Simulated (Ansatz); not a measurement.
Geometry optimisation, RKS PBE/def2-SVP in Ansatz 0.2.0.

The input (input.yaml):

```yaml
crystal:
  periodic: [false, false, false]
  atoms:
    - { symbol: "N", position_ang: [-1.24417, -0.54323, -0.23773] }
    - { symbol: Si, position_ang: [0.1976, 0.17254, -0.34311] }
    - { symbol: O, position_ang: [1.06593, 0.27978, 1.01455] }
    - { symbol: H, position_ang: [-1.86681, -0.66355, -1.02066] }
    - { symbol: H, position_ang: [1.12292, 0.82325, -1.24581] }
    - { symbol: H, position_ang: [0.72452, -0.06878, 1.83277] }
basis:
  gaussian: { orbitals: def2-SVP }
hamiltonian:
  xc: pbe
relax:
  f_tol: 0.02
  max_steps: 50
output:
  orbitals: {}
```

Command:

```bash
$ ansatz run input.yaml --threads 1 --pin off --max-ram 2048MiB --backend cpu --events-out ev --progress --plain --runs-dir out
```

Task: Where does it end, and by what steps?

Result: It converged. After 6 steps the energy has fallen by 0.134 eV; H5 moved furthest, 0.14 Å.

```
step  energy less start (eV)  largest force component (eV/Å)  accepted
   0                  0.0000                           1.417       yes
   1                 -0.0940                           0.800       yes
   2                 -0.1249                           0.243       yes
   3                 -0.1312                           0.161       yes
   4                 -0.1337                           0.085       yes
   5                 -0.1340                           0.049       yes
   6                 -0.1340                           0.012       yes
```

```xyz
6
Properties=species:S:1:pos:R:3
N -1.245 -0.546 -0.226
Si 0.202 0.164 -0.293
O 1.127 0.295 1.080
H -1.821 -0.630 -1.072
H 1.042 0.808 -1.353
H 0.695 -0.091 1.865
```

Whether the end is a true minimum wasn't checked by a vibrational analysis.

Run time: 10 s on 1 thread of Arm Neoverse V2, with other jobs on the host, peak memory 0.13 GiB.
